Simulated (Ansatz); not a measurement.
Mulliken charges of `O=c1cc1` from ωB97M-V/def2-TZVPP in Ansatz (PBE0-D4/def2-TZVP geometry).

| atom | x (Å) | y (Å) | z (Å) | charge (e) |
| --- | --- | --- | --- | --- |
| O1 | -0.020 | -1.861 | 0.852 | -0.319 |
| C2 | -0.008 | -0.773 | 0.354 | 0.213 |
| C3 | 0.589 | 0.229 | -0.462 | -0.128 |
| C4 | -0.581 | 0.510 | 0.124 | -0.128 |
| H5 | 1.362 | 0.623 | -1.110 | 0.181 |
| H6 | -1.342 | 1.272 | 0.243 | 0.181 |

Question: By hand: the dipole of these point charges (1 e Å = 4.8032 D).

Answer: Σ q r = (0.007, 0.677, -0.310) e Å, of length 0.745 e Å = 3.58 D.

Question: How does the dipole of the full density compare? (An estimate is asked.)

Answer: Computed: (0.009, 0.809, -0.370) e Å, 4.27 D; the point charges give 0.84 times that, at 0° from its direction.

Point charges leave out the atoms' own dipoles, such as those of lone pairs, and Mulliken's split depends on the basis, so the two needn't agree.
